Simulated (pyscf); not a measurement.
Structures and frequencies: ωB97X-D3(BJ)/def2-SVP in PySCF. Correlated levels are frozen-core, on RHF or UHF. ΔMP2 is the change of the MP2 total energy from the triple- to the quadruple-zeta basis.

Problem. PBE/def2-TZVP puts the barrier of `[O]=[Si]=[O]` + `[NH3]` → `[NH2][Si](=[O])[OH]` (addition across a multiple bond or ene-type step; singlet surface; H–N broken, H–O, N–Si formed) at -20.4 kcal/mol and the reaction energy at -60.0 kcal/mol, from the separated reactants. What do B3LYP-D3(BJ)/def2-TZVP, PBE0-D3(BJ)/def2-TZVP, CCSD(T)/def2-TZVPP + ΔMP2(QZVPP) give on the same structures?

Solution. B3LYP-D3(BJ): ΔE‡ = -18.8 kcal/mol, ΔE = -65.8 kcal/mol; PBE0-D3(BJ): ΔE‡ = -23.7 kcal/mol, ΔE = -69.5 kcal/mol; CCSD(T): ΔE‡ = -17.0 kcal/mol, ΔE = -65.7 kcal/mol. PBE's barrier lies among them. Its reaction energy lies over all of them, by 5.6 to 9.4 kcal/mol. On the reactant side the descent ends in an adduct with a N–Si contact, 40.1 kcal/mol under the separated species and 18.3 kcal/mol under the saddle at ωB97X-D3(BJ)/def2-TZVP. At PBE, B3LYP-D3(BJ), PBE0-D3(BJ), CCSD(T) the saddle lies under the separated reactants, which points to a path from their complex (located at ωB97X-D3(BJ) alone). What is counted as formed (N–Si) is already present as a longer contact in the reactant adduct; forming that adduct is a step of its own. At ωB97X-D3(BJ) the barrier from the zero used here is -21.8 kcal/mol. This is the saddle that the search found; another between the same sides may lie lower. The CCSD(T) − MP2 part came from Ansatz, without density fitting, on the same reference.
